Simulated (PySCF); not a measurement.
# Nuclear quadrupole coupling in `CCS(=O)(=O)O`

C2H6O3S.
Structure used (PBE0-D3(BJ)/def2-SVP), in Å, numbered top down from 1:
```
atom  x, y, z in Å
C1     1.4372    0.4152   -0.3724
C2     0.5014   -0.4003    0.4917
S3    -1.1919    0.1552    0.3942
O4    -1.2200    1.5956    0.5146
O5    -2.0221   -0.7010    1.2244
O6    -1.5511   -0.2067   -1.1536
H7     1.1707    0.3237   -1.4350
H8     1.3890    1.4767   -0.0940
H9     2.4704    0.0627   -0.2423
H10    0.4758   -1.4686    0.2315
H11    0.7340   -0.3202    1.5654
H12   -2.1935   -0.9323   -1.1244
```

Field gradients from the PBE0/pcSseg-1 density (PySCF, non-relativistic), principal values in atomic units, ordered |Vxx| ≤ |Vyy| ≤ |Vzz|:

```tsv
atom	Vxx	Vyy	Vzz
S3	-0.4960	-0.5147	1.0107
O4	-0.5746	-0.7987	1.3734
O5	-0.6237	-0.7957	1.4195
O6	-0.0242	-1.6912	1.7155
```

Q: Find the asymmetry η = (Vxx − Vyy)/Vzz and the couplings χ = eQV/h (234.96 MHz × Q in barn × V in au), with Q(33S) = −0.0678 b, Q(17O) = −0.0256 b.

A: 
```json
{"atom": "S3", "environment": "sulfonyl sulfur", "nucleus": "33S", "η": "0.02", "χzz (MHz)": "-16.10", "χxx (MHz)": "7.90", "χyy (MHz)": "8.20"}
{"atom": "O4", "environment": "sulfonyl oxygen", "nucleus": "17O", "η": "0.16", "χzz (MHz)": "-8.26", "χxx (MHz)": "3.46", "χyy (MHz)": "4.80"}
{"atom": "O5", "environment": "sulfonyl oxygen", "nucleus": "17O", "η": "0.12", "χzz (MHz)": "-8.54", "χxx (MHz)": "3.75", "χyy (MHz)": "4.79"}
{"atom": "O6", "environment": "hydroxyl oxygen", "nucleus": "17O", "η": "0.97", "χzz (MHz)": "-10.32", "χxx (MHz)": "0.15", "χyy (MHz)": "10.17"}
```

The gradient is axial or nearly so (η below 0.05) at S3. At O6 η is above 0.9: Vyy and Vzz are nearly equal in size and opposite in sign, so a small change could swap them and flip the sign of χzz. 

Q: What is Vzz at S3 in SI units (1 au = 9.71736 × 10²¹ V/m²)?

A: 1.0107 au = 9.821 × 10²¹ V/m².

Q: What couplings would deuterons (Q(2H) = 0.00286 b) have in place of the hydrogens, at this geometry?

A: 
```csv
atom,bonded to,bond length (Å),Vzz (au),η,χzz (kHz)
H7,C1,1.099,0.2885,0.04,194
H8,C1,1.099,0.2879,0.04,193
H9,C1,1.099,0.2928,0.04,197
H10,C2,1.100,0.2836,0.06,191
H11,C2,1.102,0.2795,0.06,188
H12,O6,0.970,0.4398,0.14,296
```

The structure is a single PBE0-D3(BJ)/def2-SVP conformer in the gas phase; no vibrational or solvent corrections. With a basis this small, the couplings can be 20 % off.
